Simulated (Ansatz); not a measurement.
A nudged elastic band was laid between two geometries of BH$_{5}$N$_{2}$ (8 atoms, charge 0, multiplicity 1).

All numbers below come from Ansatz, RKS LDA/def2-SVP.

```
movable images  : 7
climbing image  : yes
spring          : 0.1 eV/Å²
optimiser       : quadratic models (default)
start path      : through a guess of the saddle point
force threshold : 0.03 eV/Å
iteration limit : 60
end points      : relaxed
```

First end point:

```xyz
8
Properties=species:S:1:pos:R:3
B 0.293 0.145 0.022
N 0.591 -0.109 1.373
H -0.091 -0.426 2.064
H 1.531 0.013 1.747
H 1.200 0.522 -0.710
N -0.990 -0.010 -0.536
H -1.812 -0.318 -0.013
H -1.174 0.183 -1.519
```

Last end point:

```xyz
8
Properties=species:S:1:pos:R:3
B -0.655 0.972 -1.801
N 0.643 -0.109 1.327
H 0.230 0.199 2.219
H 1.150 -0.988 1.504
H 1.342 0.598 1.053
N -0.984 0.028 -0.888
H -0.392 -0.093 0.016
H -1.786 -0.607 -1.002
```

Question: Which bonds break or form, and what moves?

Answer: Bonds broken: B1–N2, B1–H5. Bonds formed: N2–H5. BH5N2 becomes BH2N + H3N.

Question: What energy profile does the band end with?

Answer: The forces met the threshold. The highest image is number 7 of 0 to 8, 4.42 eV above the first end and 0.21 eV above the last; the last end lies 4.22 eV above the first. The profile has 2 maxima (images 3, 7) with wells between them (image 4): this band takes more than one step, which may be the mechanism or a detour left from its start path. Neighbouring images differ by up to 2.8 eV, so the band resolves the path poorly. Another band between the same ends (7 images) ends at a top of the same energy, where a vibrational analysis finds 1 clearly imaginary mode. The orbitals stay closed-shell, which can raise the energy where a bond breaks towards radicals; this wasn't checked here.

```csv
image,path coordinate (Å),energy (eV),B1–N2 (Å),B1–H5 (Å),N2–H5 (Å)
0,0.00,0.00,1.41,1.22,2.26
1,0.78,0.78,1.40,1.21,2.02
2,1.55,3.58,1.44,1.40,1.51
3,2.33,3.69,1.57,2.02,1.05
4,3.09,3.60,1.57,2.11,1.04
5,3.85,3.69,1.60,2.12,1.03
6,4.60,4.15,1.94,2.04,1.03
7,5.35,4.42,2.52,2.07,1.04
8,7.03,4.22,3.56,3.50,1.03
```

Question: What is the geometry of the highest image?

Answer: 
```xyz
8
Properties=species:S:1:pos:R:3
B -0.102 0.812 -0.915
N 0.708 -0.067 1.300
H 0.494 0.342 2.222
H 1.426 -0.795 1.429
H 1.147 0.690 0.730
N -1.132 -0.092 -0.831
H -1.119 -0.673 0.020
H -1.874 -0.216 -1.527
```

Run time: 4.2 min on 1 thread of Arm Neoverse V1, on a shared host, peak memory 0.11 GiB.
